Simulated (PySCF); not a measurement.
**Two-photon absorption: `Clc1ccsc1`, C4H3ClS**

Molfile (atoms numbered from 1):
```
C4H3ClS
     RDKit          3D

  9  9  0  0  0  0  0  0  0  0999 V2000
    2.3380   -0.9174    0.7191 Cl  0  0  0  0  0  0  0  0  0  0  0  0
    0.8601   -0.1906    0.2323 C   0  0  0  0  0  0  0  0  0  0  0  0
   -0.3488   -0.9192    0.1081 C   0  0  0  0  0  0  0  0  0  0  0  0
   -1.3740   -0.1167   -0.2906 C   0  0  0  0  0  0  0  0  0  0  0  0
   -0.8700    1.4974   -0.5109 S   0  0  0  0  0  0  0  0  0  0  0  0
    0.7348    1.1324   -0.0697 C   0  0  0  0  0  0  0  0  0  0  0  0
   -0.4355   -1.9779    0.3070 H   0  0  0  0  0  0  0  0  0  0  0  0
   -2.4018   -0.3938   -0.4664 H   0  0  0  0  0  0  0  0  0  0  0  0
    1.5012    1.8904   -0.0521 H   0  0  0  0  0  0  0  0  0  0  0  0
  1  2  1  0
  2  3  1  0
  3  4  2  0
  4  5  1  0
  5  6  1  0
  6  2  2  0
  3  7  1  0
  4  8  1  0
  6  9  1  0
M  END
```

Theory: TDDFT CAM-B3LYP/def2-TZVPD excited states, vertical, gas phase in PySCF. Geometry: PBE0-D3(BJ)/def2-TZVP.

Q: Give the one- and two-photon strengths of the lowest singlets.

A: δ for parallel linear polarisation; σ at the peak of a Lorentzian of half width 0.1 eV, single beam; Ω is circular over linear.
```tsv
state	E (eV)	f	photon λ (nm)	δ (au)	σ (GM)	Ω	main
S1	5.55	0.086	447	27.2	0.31	1.46	HOMO→LUMO 0.91
S2	5.85	0.001	424	16.9	0.21	1.50	HOMO→LUMO+1 0.54, HOMO→LUMO+8 0.15
S3	5.89	0.071	421	15.4	0.20	1.30	HOMO−1→LUMO 0.85
S4	6.27	0.003	396	4.14	0.06	1.50	HOMO−1→LUMO+1 0.45, HOMO−1→LUMO+2 0.13
S5	6.32	0.002	392	16.6	0.24	1.50	HOMO→LUMO+2 0.61, HOMO→LUMO+5 0.14
S6	6.61	0.009	375	17.9	0.29	1.50	HOMO→LUMO+3 0.60, HOMO→LUMO+9 0.09
```

Among these, the strongest one-photon state is S1, the strongest two-photon state S1, with a dipole change of 1.9 D (relaxed, norm of the difference vector).
